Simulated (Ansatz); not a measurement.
**C3H6O2: a ladder of functionals and wavefunction methods**

One table from this session's results is given with a row withheld; the runs are named, their logs left out.

Method: functionals in def2-TZVPP, the program's frozen cores in correlated methods; program: Ansatz 0.2.0, Gaussian basis.

Levels to be run: PBE-D4, r2SCAN-D4, PBE0-D4, B3LYP-D4, ωB97X-V, ωB97M-V, B2PLYP; CCSD(T)/def2-TZVPP; MP2/def2-QZVPP; extrapolation to the limit.

**The geometry**

An earlier PBE0-D4 in a triple-zeta def2 set relaxation fixed the geometry.

11 atoms, charge 0, spin multiplicity 1.

Atoms are counted from 1 here; the program's logs count them from 0.

Bond lengths: C1–O2 1.413 Å, C1–H6 1.089 Å, C1–H7 1.097 Å, C1–H8 1.094 Å, O2–C3 1.364 Å, C3–C4 1.448 Å, C3–O5 1.409 Å, C3–H9 1.092 Å, C4–O5 1.429 Å, C4–H10 1.087 Å, C4–H11 1.086 Å. Angles: O2–C1–H6 107.1°, O2–C1–H7 111.1°, O2–C1–H8 111.0°, H6–C1–H7 109.1°, H6–C1–H8 109.4°, H7–C1–H8 109.1°, C1–O2–C3 112.7°, O2–C3–C4 118.4°, O2–C3–O5 117.4°, O2–C3–H9 114.5°, C4–C3–O5 60.0°, C4–C3–H9 121.3°, O5–C3–H9 113.9°, C3–C4–O5 58.6°, C3–C4–H10 120.5°, C3–C4–H11 117.8°, O5–C4–H10 115.5°, O5–C4–H11 114.9° and more.

The first run:

in.yaml

```yaml
crystal:
  periodic: [false, false, false]
  atoms:
    - {symbol: C, position_ang: [-1.634202, -0.058272, 0.612484]}
    - {symbol: O, position_ang: [-0.735655, 0.175322, -0.452736]}
    - {symbol: C, position_ang: [0.511132, -0.320902, -0.207894]}
    - {symbol: C, position_ang: [1.649934, 0.359874, -0.789069]}
    - {symbol: O, position_ang: [1.365807, 0.446207, 0.608722]}
    - {symbol: H, position_ang: [-2.606763, 0.317595, 0.298446]}
    - {symbol: H, position_ang: [-1.717800, -1.130517, 0.830107]}
    - {symbol: H, position_ang: [-1.315814, 0.467795, 1.517787]}
    - {symbol: H, position_ang: [0.537800, -1.391820, 0.005130]}
    - {symbol: H, position_ang: [2.548289, -0.192681, -1.051231]}
    - {symbol: H, position_ang: [1.462573, 1.270497, -1.351145]}
basis:
  gaussian: {orbitals: def2-TZVPP}
hamiltonian: {xc: pbe, dispersion: d4}
output: {forces: true, orbitals: {seedname: orbitals}}
```

Launch:

```console
$ ansatz run in.yaml --threads 4 --pin off --events-out ev --progress --plain --max-ram 10444MiB
```

Among the steps run: PBE-D4 (GGA); r2SCAN-D4 (meta-GGA); PBE0-D4 (hybrid); B3LYP-D4 (hybrid); ωB97X-V (range-separated); ωB97M-V (range-separated); B2PLYP (double hybrid); CCSD(T) in def2-TZVPP; MP2 in def2-QZVPP.

One table of the session follows, with a row left open; its other results are not shown here.

| method | atomisation energy (kJ/mol) |
| --- | --- |
| PBE-D4 | 4502.8 |
| r2SCAN-D4 | 4378.7 |
| PBE0-D4 | 4388.3 |
| B3LYP-D4 | 4352.3 |
| ωB97X-V | 4373.4 |
| ωB97M-V | 4374.6 |
| B2PLYP | ? |
| HF/def2-TZVPP | 3049.7 |
| MP2/def2-TZVPP | 4343.1 |
| CCSD/def2-TZVPP | 4168.4 |
| CCSD(T)/def2-TZVPP | 4243.6 |
| MP2/CBS | 4455.6 |
| CCSD(T)/CBS | 4356.0 |

**Question.** Estimate the row for B2PLYP.

The run gave: atomisation energy (kJ/mol): 4314.3. In the column «atomisation energy (kJ/mol)» it lies between CCSD(T)/def2-TZVPP (4243.6) and MP2/def2-TZVPP (4343.1).

Caveats from the session: Free atoms (3 C, 2 O, 6 H) were run apart at each level; the atomisation energy is their sum less the molecule, without zero-point or spin-orbit terms.
